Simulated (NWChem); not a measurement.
## Total energies of Li

SMILES: [Li]
```xyz
1

Li     0.0000     0.0000     0.0000
```
Charge 0, spin multiplicity 2.

All runs are NWChem calculations.

Basis set: cc-pVDZ (14 functions).

```csv
method,total energy (Ha)
UHF,-7.43242
UMP2,-7.43261
UB2PLYP,-7.46879
UPBE,-7.46041
UB3LYP,-7.49142
ULC-wPBE (omega 0.3 per bohr),-7.46560
```

Total energies of different functionals aren't comparable as a measure of quality: only differences taken within one method are. 

The correlated methods freeze no orbitals. B3LYP has NWChem's definition, with VWN1-RPA local correlation. The stability of the SCF solutions was not checked. Open-shell Hartree-Fock references start from PBE0 orbitals.
